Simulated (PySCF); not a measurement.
hydrogen cyanide (CHN), SMILES C#N. Geometry: B3LYP-D3(BJ)/def2-TZVPD.

Calculation: B3LYP-D3(BJ)/def2-TZVPD run with PySCF.

Harmonic wavenumbers (cm⁻¹): 760, 760, 2203, 3444. Rotational constants (GHz): 44.94 (linear); symmetry number 1.

Work out the zero-point energy and the ideal-gas rigid-rotor harmonic-oscillator thermochemistry at 298.15 K and 1 atm.

ZPE = ½ Σ hcν = ½ × 7167 cm⁻¹ = 10.25 kcal/mol. H − E(el) = 12.43 kcal/mol. Entropy in cal/(mol K): translation 35.82, rotation 11.78, vibration 0.48, total 48.08. G − E(el) = -1.90 kcal/mol. Cp = 8.40 cal/(mol K).
